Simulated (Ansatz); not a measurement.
The input, for Ansatz 0.2.0:

```yaml
crystal:
  periodic: [false, false, false]
  atoms:
    - {symbol: Ge, position_ang: [0.000173, -0.027367, 0.340242]}
    - {symbol: P, position_ang: [-0.000269, 0.063508, -0.791720]}
    - {symbol: H, position_ang: [0.025114, 0.698402, 0.747925]}
    - {symbol: H, position_ang: [-0.029275, -0.677745, -0.939011]}
basis:
  gaussian: {orbitals: STO-3G}
magnetization: {spin_polarized: true, initial_magnetization: 1}
correlation: {method: ccsdt, electrons: outside_noble_gas}
scf: {lower_state_search: off}
output: {forces: true}
```

```sh
$ ansatz run in.yaml --threads 1 --pin off --events-out ev --progress --plain --max-ram 2393MiB
```

Task: One thing in this input was set wrong on purpose, beside settings that are merely unusual. What is the gravest fault, and what does the program do?

Result: Coordinates in the wrong unit (values in bohr typed as Å, so distances are 1.89 times too long). How the run ends: converged.
```
these checks for a lower state are left out or cut short: starts, cluster_reference, orbital_swaps, neighbouring_geometries, increment
465 factors; integrals over basis functions are off by at most 3.5e-8 eV
mean field evaluation 1: about -64950.4351 eV, gradient 1.3e1 eV
mean field evaluation 2: about -64950.4741 eV, gradient 1.3e1 eV
mean field evaluation 4: about -64951.2456 eV, gradient 4.5e-1 eV
mean field evaluation 8: about -64951.2485 eV, gradient 2.6e-6 eV
mean field -64951.24846846 eV, -2386.9143556784 hartree, gradient 2.6e-6 eV, S^2 0.753480; 0 other end points of the search recorded, 0 dependent functions left out
19 core orbitals not correlated: weight in the atoms' cores, before any rotation towards them, 0.847 or more for the frozen orbitals, at most 0.097 for the correlated occupied ones
reference -64951.24846846 eV, -2386.9143556784 hartree; 6, 5 occupied and 4, 5 virtual orbitals, 465 factors
second order -1.07732849 eV of doubles, -0.00000000 eV of singles
cycle   1  -1.30556562 eV  change   -2.3e-1 eV  update   3.8e-2
cycle   2  -1.40711133 eV  change   -1.0e-1 eV  update   1.3e-2
cycle   3  -1.41251615 eV  change   -5.4e-3 eV  update   2.9e-3
cycle   4  -1.41319269 eV  change   -6.8e-4 eV  update   1.2e-3
cycle   5  -1.41294711 eV  change    2.5e-4 eV  update   4.5e-4
cycle   6  -1.41299280 eV  change   -4.6e-5 eV  update   1.5e-4
cycle   7  -1.41303180 eV  change   -3.9e-5 eV  update   3.8e-5
cycle   8  -1.41302868 eV  change    3.1e-6 eV  update   1.1e-5
cycle   9  -1.41302637 eV  change    2.3e-6 eV  update   3.1e-6
cycle  10  -1.41302735 eV  change   -9.8e-7 eV  update   8.8e-7
the calculation of the forces begins
Total energy: -64952.66149581 eV, -2386.9662834759 hartree
Atom 0 at     0.000173    -0.027367     0.340242 Å, force    -1.303949   -57.192591   178.924254 eV/Å
Atom 1 at    -0.000269     0.063508    -0.791720 Å, force     3.107039    97.150741  -179.164960 eV/Å
Atom 2 at     0.025114     0.698402     0.747925 Å, force     1.814668    51.821954    32.702991 eV/Å
Atom 3 at    -0.029275    -0.677745    -0.939011 Å, force    -3.617757   -91.780104   -32.462285 eV/Å
Dipole moment:     0.001182     0.032318    -0.151531 e Å
Checks for a lower state left out: starts, cluster_reference, orbital_swaps, neighbouring_geometries, increment
```
